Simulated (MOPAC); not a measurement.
MOPAC input (AM1):

```
AM1 FORCE THERMO(298,298) PRECISE LET CHARGE=-1 GEO-OK AUX(PRECISION=9) THREADS=1
H3N2

N    -0.01490169 1    0.72307549 1    0.08130891 1
N    -0.00471185 1   -0.60614310 1   -0.08154735 1
H    -0.78888629 1    1.06384538 1   -0.47723466 1
H    -0.03261755 1   -1.05366796 1    0.84628850 1
H     0.93365442 1   -0.89413267 1   -0.39535676 1
```

Output:

```
 *******************************************************************************
 **                                                                           **
 **                              MOPAC v23.2.5                                **
 **                                                                           **
 *******************************************************************************
 ** MOPAC's Digital Object Identifier: https://doi.org/10.5281/zenodo.6511958 **
 **                                                                           **
 ** Please cite the open-source release paper for use of this MOPAC version:  **
 ** J. E. Moussa and J. J. P. Stewart (2026)                                  **
 ** MOPAC: An open-source semiempirical molecular orbital program             **
 ** J. Open Source Softw., 11(119), 8025, https://doi.org/10.21105/joss.08025 **
 *******************************************************************************

                              AM1 CALCULATION RESULTS

 *******************************************************************************
 *  AM1        - The AM1 Hamiltonian to be used
 *  GEO-OK     - OVERRIDE INTERATOMIC DISTANCE AND OTHER SAFETY CHECKS
 *
 *
 *
 *                 CHARGE ON SYSTEM = -1
 *
 *
 *
 *  LET        - OVERRIDE SOME SAFETY CHECKS
 *  PRECISE    - TIGHTER CRITERIA TO BE USED
 *  FORCE      - FORCE CALCULATION SPECIFIED
 *  AUX        - OUTPUT AUXILIARY INFORMATION
 *  THERMO     - THERMODYNAMIC QUANTITIES TO BE CALCULATED
 *******************************************************************************
AM1 FORCE THERMO(298,298) PRECISE LET CHARGE=-1 GEO-OK AUX(PRECISION=9) THREADS=1
 H3N2

   ATOM   CHEMICAL          X               Y               Z
  NUMBER   SYMBOL      (ANGSTROMS)     (ANGSTROMS)     (ANGSTROMS)

     1       N         -0.01490169  *   0.72307549  *   0.08130891  *
     2       N         -0.00471185  *  -0.60614310  *  -0.08154735  *
     3       H         -0.78888629  *   1.06384538  *  -0.47723466  *
     4       H         -0.03261755  *  -1.05366796  *   0.84628850  *
     5       H          0.93365442  *  -0.89413267  *  -0.39535676  *

          CARTESIAN COORDINATES

    NO.       ATOM           X           Y           Z

     1         N         -0.0149      0.7231      0.0813
     2         N         -0.0047     -0.6061     -0.0815
     3         H         -0.7889      1.0638     -0.4772
     4         H         -0.0326     -1.0537      0.8463
     5         H          0.9337     -0.8941     -0.3954

  H: (AM1): M.J.S. DEWAR ET AL, J. AM. CHEM. SOC. 107 3902-3909 (1985)
  N: (AM1): M.J.S. DEWAR ET AL, J. AM. CHEM. SOC. 107 3902-3909 (1985)

           Empirical Formula: H3 N2  =     5 atoms

      MOLECULAR POINT GROUP   :   Cs

[...]
 TRANSITION DIPOLE   2.3847         N 2 -- H 4         +15.3% ( 52.4%)     15.9%
 TRAVEL (Ang.)       0.0827         N 2 -- H 5         +15.3% ( 52.4%)     15.9%
 REDUCED MASS        6.5949         N 1 -- H 3         +15.0% ( 51.7%)     11.0%
 EFFECTIVE MASS     13.6409
 FORCE CONSTANT      8.6873

 VIBRATION          5    3A'         ATOM PAIR     ENERGY CONTRIBUTION    RADIAL
 FREQUENCY          1598.64         N 1 -- H 3         +70.0% ( 80.9%)      3.3%
 TRANSITION DIPOLE   0.1446         N 1 -- N 2         +10.3% ( 31.0%)     14.3%
 TRAVEL (Ang.)       0.2361         N 2 -- H 4          +9.9% ( 30.4%)      7.1%
 REDUCED MASS        0.7569         N 2 -- H 5          +9.9% ( 30.4%)      7.1%
 EFFECTIVE MASS      2.9709
 FORCE CONSTANT      1.1397

 VIBRATION          6    4A'         ATOM PAIR     ENERGY CONTRIBUTION    RADIAL
 FREQUENCY          1735.74         N 2 -- H 5         +47.7% ( 57.1%)      2.2%
 TRANSITION DIPOLE   0.7479         N 2 -- H 4         +47.7% ( 57.1%)      2.2%
 TRAVEL (Ang.)       0.2922         N 1 -- H 3          +3.4% ( 15.3%)     63.6%
 REDUCED MASS        0.4551         N 1 -- N 2          +1.2% (  9.0%)    100.0%
 EFFECTIVE MASS      1.2772
 FORCE CONSTANT      0.8079

 VIBRATION          7    3A"         ATOM PAIR     ENERGY CONTRIBUTION    RADIAL
 FREQUENCY          3077.09         N 2 -- H 4         +49.7% ( 72.4%)     97.0%
 TRANSITION DIPOLE   1.2354         N 2 -- H 5         +49.7% ( 72.4%)     97.0%
 TRAVEL (Ang.)       0.2078         N 1 -- N 2          +0.7% (  8.3%)      0.0%
 REDUCED MASS        0.5073
 EFFECTIVE MASS      1.4649
 FORCE CONSTANT      2.8301

 VIBRATION          8    5A'         ATOM PAIR     ENERGY CONTRIBUTION    RADIAL
 FREQUENCY          3190.31         N 2 -- H 5         +49.6% ( 68.3%)     99.5%
 TRANSITION DIPOLE   1.1015         N 2 -- H 4         +49.6% ( 68.3%)     99.5%
 TRAVEL (Ang.)       0.2098         N 1 -- H 3          +0.5% (  6.8%)     67.4%
 REDUCED MASS        0.4802         N 1 -- N 2          +0.2% (  4.8%)      0.9%
 EFFECTIVE MASS      1.1973
 FORCE CONSTANT      2.8794

 VIBRATION          9    6A'         ATOM PAIR     ENERGY CONTRIBUTION    RADIAL
 FREQUENCY          3278.75         N 1 -- H 3         +99.1% ( 99.7%)     99.8%
 TRANSITION DIPOLE   1.1322         N 1 -- N 2          +0.5% (  7.1%)      2.8%
 TRAVEL (Ang.)       0.1486         N 2 -- H 4          +0.2% (  4.4%)     75.5%
 REDUCED MASS        0.9315         N 2 -- H 5          +0.2% (  4.4%)     75.5%
 EFFECTIVE MASS      1.3885
 FORCE CONSTANT      5.9001

      SYMMETRY NUMBER FOR POINT-GROUP Cs  =  1

          SYSTEM IS A GROUND STATE

 H3N2

          MOLECULE IS NOT LINEAR

          THERE ARE  9 GENUINE VIBRATIONS IN THIS SYSTEM
          THIS THERMODYNAMICS CALCULATION IS LIMITED TO
          MOLECULES WHICH HAVE NO INTERNAL ROTATIONS

                    CALCULATED THERMODYNAMIC PROPERTIES
                                          *
   TEMP. (K)   PARTITION FUNCTION   H.O.F.    ENTHALPY  HEAT CAPACITY ENTROPY
                                   KCAL/MOL   CAL/MOLE    CAL/K/MOL  CAL/K/MOL

 298.00  VIB.     0.1530D+01                   348.8871     2.2189     2.0160
         ROT.     0.2085D+04                   888.2803     2.9808    18.1684
         INT.     0.3191D+04                  1237.1674     5.1997    20.1843
         TRA.     0.1672D+27                  1480.4672     4.9680    36.2282
         TOT.                       47.481    2717.6346    10.1677    56.4126

   *: NOTE: HEATS OF FORMATION ARE RELATIVE TO THE
            ELEMENTS IN THEIR STANDARD STATE AT 298K
              (=  Standard Enthalpy of Formation).

            Hvib:  Zero-point energy is not included.
                   frequencies of less than zero cm-1 are not included.
            Hrot = (3/2)RT
            Htra = (3/2)RT + pV = (5/2)RT

            Heat capacity is Cp, not Cv

          For more information, see: HTTP://OpenMOPAC.net/Manual/thermochemistry.html

           FORCE CONSTANT IN CARTESIAN COORDINATES (Millidynes/A)

    ATOM   CHEMICAL       X               Y               Z
   NUMBER   SYMBOL  FORCE CONSTANT  FORCE CONSTANT  FORCE CONSTANT

      1       N       10.701588        6.867182        0.599879
      2       N       10.297624        5.701861        7.273473
      3       H        1.761080        5.455082        0.037855
      4       H        1.640455        1.888208        3.803002
      5       H        1.640364        1.889084        3.802217

 **********************
 *                    *
 * JOB ENDED NORMALLY *
 *                    *
 **********************

 == MOPAC DONE ==
```

The dipole moment of an ion depends on the origin.
